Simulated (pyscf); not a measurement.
**Four-centre exchange: H₂Ga–SeH + HF -> H₂Se + F–GaH₂**

Gas phase, singlet surface, charge 0. Bonds broken: Se1–Ga2, F6–H7. Bonds formed: Se1–H7, Ga2–F6. Structures and frequencies: ωB97X-D3(BJ)/def2-SVP in PySCF. MP2 and CC: frozen core, UHF for open shells. ΔMP2 is the change of the MP2 total energy from the triple- to the quadruple-zeta basis.

Transition state (Å):

```xyz
7

Se    -1.4636     0.7647     0.9087
Ga    -0.0950    -0.4103    -0.8912
H     -0.2791     1.2424     1.6291
H     -1.0374    -0.7042    -2.0920
H      1.3789     0.0783    -0.8091
F     -0.3681    -1.7771     0.4427
H     -1.0220    -0.8151     1.0508
```

One imaginary mode, 752i cm⁻¹; descent along it reached the two sides named, in the forms told below.

```tsv
bond	change	reactant side (Å)	saddle	product side
Se1–Ga2	breaks	2.379	2.548	2.7
F6–H7	breaks	0.956	1.313	2.467
Se1–H7	forms	2.315	1.647	1.467
Ga2–F6	forms	2.245	1.929	1.789
```

Electronic energies relative to the separated reactants (kcal/mol):

```tsv
level	barrier	reaction energy	reverse barrier
ωB97X-D3(BJ)/def2-TZVP	-1.5	+5.8	-7.3
PBE/def2-TZVP	-5.1	+3.0	-8.0
r²SCAN/def2-TZVP	-5.6	+2.4	-8.0
B3LYP-D3(BJ)/def2-TZVP	-1.9	+2.0	-3.9
PBE0-D3(BJ)/def2-TZVP	-2.5	+4.8	-7.4
M06-2X/def2-TZVP	-1.7	+2.5	-4.3
ωB97M-D3(BJ)/def2-TZVP	-0.7	+1.7	-2.3
HF/def2-TZVP	13.0	+0.2	12.8
MP2/def2-QZVPP	0.3	+6.1	-5.8
CCSD/def2-TZVPP	3.1	+3.9	-0.8
CCSD(T)/def2-TZVPP	0.8	+4.3	-3.5
CCSD(T)/def2-TZVPP + ΔMP2(QZVPP)	1.3	+5.1	-3.8
```

With CCSD(T)/def2-TZVPP + ΔMP2(QZVPP) energies and thermal terms (ideal gas, 1 atm, RRHO with modes under 100 cm⁻¹ raised to 100, one conformer, R ln 2 for chiral ones without a mode under 150 cm⁻¹), in kcal/mol:

| T (K) | ΔH‡ | ΔG‡ | ΔH | ΔG |
|---|---|---|---|---|
| 298 | -0.6 | 9.4 | +3.5 | +2.9 |
| 600 | -0.9 | 19.7 | +2.9 | +2.6 |
| 900 | -0.6 | 29.9 | +2.5 | +2.6 |
| 1200 | -0.1 | 40.0 | +2.2 | +2.7 |

On the reactant side the descent ends in an adduct with a F–Ga contact, 10.0 kcal/mol under the separated species and 8.5 kcal/mol under the saddle at ωB97X-D3(BJ)/def2-TZVP. On the product side the descent ends in an adduct with a Ga–Se contact, 15.2 kcal/mol under the separated species and 7.9 kcal/mol under the saddle at ωB97X-D3(BJ)/def2-TZVP. At ωB97X-D3(BJ)/def2-TZVP, PBE, r²SCAN, B3LYP-D3(BJ), PBE0-D3(BJ), M06-2X, ωB97M-D3(BJ) the saddle lies under the separated reactants, which points to a path from their complex (located at ωB97X-D3(BJ) alone). At ωB97X-D3(BJ)/def2-TZVP, PBE, r²SCAN, B3LYP-D3(BJ), PBE0-D3(BJ), M06-2X, ωB97M-D3(BJ)/def2-TZVP, MP2, CCSD, CCSD(T), CCSD(T) the saddle lies under the separated products, which points to a path from their complex (located at ωB97X-D3(BJ) alone), and parting the products costs more than the saddle. What is counted as formed (F–Ga) is already present as a longer contact in the reactant adduct; forming that adduct is a step of its own. What is counted as broken (Ga–Se) persists as a longer contact in the product adduct; parting that adduct is a step of its own. This is the saddle that the search found; another between the same sides may lie lower. The CCSD(T) − MP2 part came from Ansatz, without density fitting, on the same reference. The frozen core leaves the outer d or s,p core shells of the metals and heavy elements correlated in the MP2 and CC values, and def2-TZVPP describes them poorly, which can shift differences by a few kcal/mol. Elements up to Kr have no core potential and no relativistic terms here.
